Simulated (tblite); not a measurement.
Species: C5H12N (doublet state).
Bonds: C1–C2, C2–N3, N3–C4, C4–C5, C4–C6. Hydrogens: H7, H8, H9 on C1; H10, H11 on C2; H12 on C4; H13, H14, H15 on C5; H16, H17, H18 on C6.

A start from a force field or distance geometry was refined with GFN2-xTB geometry optimisation, gas phase in tblite 0.8.0. Values at the start:

```
 coordinate    start
      C1–C2  1.507 Å
      C1–H7  1.117 Å
      C2–N3  1.430 Å
     C2–H10  1.113 Å
      N3–C4  1.475 Å
      C4–C5  1.518 Å
     C4–H12  1.111 Å
     C5–H13  1.111 Å
   C1–C2–N3   115.1°
   C2–N3–C4   104.5°
   N3–C4–C5   111.6°
   C5–C4–C6   107.8°
C1–C2–N3–C4     150°
C2–N3–C4–C5     100°
```

Question: How do these coordinates change at the GFN2-xTB level?

Answer: 
```
 coordinate  GFN2-xTB (Å or °)  change
      N3–C4              1.410  -0.065
      C1–H7              1.087  -0.030
      C2–N3              1.402  -0.028
      C4–C5              1.542  +0.024
     C5–H13              1.088  -0.023
      C1–C2              1.524  +0.017
     C2–H10              1.108  -0.005
     C4–H12              1.108  -0.003
   C2–N3–C4              117.7   +13.2
   C1–C2–N3              111.3    -3.8
   N3–C4–C5              108.7    -2.9
   C5–C4–C6              109.1    +1.3
C1–C2–N3–C4                165     +15
C2–N3–C4–C5                108      +8
```

The energy falls by 18.6 kcal/mol over 115 L-BFGS steps, the largest force on an atom goes from 2.51 to 0.010 eV/Å, and the atoms move by 0.515 Å rms after alignment. The bond that changes most is N3–C4 (ends: nitrogen bonded to 2 C; carbon bonded to 2 C, N and H), which shortens by 0.065 Å. Bonds longer at the end by more than 0.005 Å: 3 of 17; shorter: 12. Among the dihedrals that turn most is N3–C4–C5–H13, from -7° to -64°. Rotational constants go from 7011, 1870, 1619 to 6832, 1869, 1617 MHz.

Hardware: one thread, Intel Xeon Platinum 8488C (x86_64), shared host with 96 logical CPUs at a one-minute load of 64. Cost: 0.62 s wall.

Its GFN2-xTB frequencies are all real (lowest 21 cm⁻¹).

One conformer stands for the species.

All values are computed, not measured.
